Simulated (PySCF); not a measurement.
# revPBE/6-31G(d) (spherical functions) run of Si3H8 (trisilane)

What is the energy change on altering one bond length of Si3H8 (trisilane) at revPBE/6-31G* (spherical functions)? The job is set up through a Python script.

Program for the calculation: PySCF 2.14.0.

1 further run of the same task is left out (set aside as unsound or not needed).

**1. The molecule**

The species is Si3H8 (11 atoms), meant as a singlet with charge 0. SMILES: `[SiH3][SiH2][SiH3]`. The coordinates come from a PBE0-D4/def2-TZVP relaxation.

Bond lengths: Si1–Si2 2.338 Å, Si2–Si3 2.338 Å, Si1–H4 1.488 Å, Si1–H5 1.488 Å, Si1–H6 1.488 Å, Si2–H7 1.490 Å, Si2–H8 1.490 Å, Si3–H9 1.488 Å, Si3–H10 1.488 Å, Si3–H11 1.488 Å. Some angles: Si1–Si2–Si3 110.4°, Si1–Si2–H7 109.6°, Si1–Si2–H8 109.6°, Si3–Si2–H7 109.6°, Si3–Si2–H8 109.6°, Si2–Si1–H4 111.2°, Si2–Si1–H5 109.8°, Si2–Si1–H6 109.8°, Si2–Si3–H9 109.8°, Si2–Si3–H10 109.8°.

**2. The energy at revPBE/6-31G(d) (spherical functions)**

calc.py reads:

```python
from pyscf import gto, dft

molecule = gto.M(
    atom='''
Si    -1.292570     1.366730    -0.525270
Si    -0.462570    -0.807300    -0.296320
Si     1.631930    -0.774400     0.742750
H     -2.625850     1.367720    -1.185120
H     -0.354030     2.180440    -1.344070
H     -1.422540     2.000090     0.814640
H     -0.343400    -1.440160    -1.640160
H     -1.410380    -1.620800     0.516390
H      1.515950    -0.154940     2.090430
H      2.583820     0.031780    -0.068050
H      2.179610    -2.149160     0.894770
''',
    verbose=3,
    basis='6-31g*',
    max_memory=1860,
)

ks = dft.RKS(molecule, xc='revpbe')
ks.grids.level = 5
ks.conv_tol = 1e-10
ks.kernel()
if not ks.converged:
    ks = ks.newton().run(ks.mo_coeff, ks.mo_occ)

etot = ks.e_tot
print('Final energy', etot)
```

Command:

```console
$ OMP_NUM_THREADS=1 python calc.py
```

Standard output:

```text
converged SCF energy = -873.026408383363
Final energy -873.0264083833633
```

Run time: 17 s. Hardware: 1 thread of Arm Neoverse V1, shared host; peak memory 0.37 GiB.

**3. The distorted shape**

start.xyz reads:

```xyz
11

Si    -1.417083     1.692868    -0.559616
Si    -0.462570    -0.807300    -0.296320
Si     1.631930    -0.774400     0.742750
H     -2.750363     1.693858    -1.219466
H     -0.478543     2.506578    -1.378416
H     -1.547053     2.326228     0.780294
H     -0.343400    -1.440160    -1.640160
H     -1.410380    -1.620800     0.516390
H      1.515950    -0.154940     2.090430
H      2.583820     0.031780    -0.068050
H      2.179610    -2.149160     0.894770
```

run.py reads:

```python
from pyscf import gto, dft

mol = gto.M(
    atom='start.xyz',
    basis='6-31g*',
    max_memory=1860,
    spin=0,
    verbose=3,
)

calc0 = dft.RKS(mol, xc='revpbe')
calc0.grids.level = 5
calc0.conv_tol = 1e-10
calc0.kernel()
if not calc0.converged:
    calc0 = calc0.newton().run(calc0.mo_coeff, calc0.mo_occ)

e_tot = calc0.e_tot
print('E(%s) = %.9f' % ('REVPBE', e_tot))
```

Command:

```console
$ OMP_NUM_THREADS=1 python run.py
```

Standard output:

```text
converged SCF energy = -873.013553518786
E(REVPBE) = -873.013553519
```

Wall time 18 s (1 thread of Arm Neoverse V1, shared host); peak memory 0.37 GiB.

**4. Results**

At revPBE/6-31G* (spherical functions):

| quantity | value |
| --- | --- |
| first shape: total energy | -873.02641 Eh |
| first shape: dipole moment | 0.06 D |
| first shape: HOMO energy | -6.88 eV |
| first shape: LUMO energy | -0.58 eV |
| first shape: HOMO–LUMO gap | 6.30 eV |
| distorted shape: total energy | -873.01355 Eh |
| distorted shape: dipole moment | 0.04 D |
| distorted shape: HOMO energy | -6.56 eV |
| distorted shape: LUMO energy | -1.34 eV |
| distorted shape: HOMO–LUMO gap | 5.22 eV |
| energy change with the Si1–Si2 bond stretched from 2.338 to 2.689 Å | 0.350 eV |

With the Si1–Si2 bond stretched from 2.338 to 2.689 Å the energy rises by 0.35 eV (8.1 kcal/mol). The first shape isn't relaxed at this level, so the change isn't measured from a minimum.
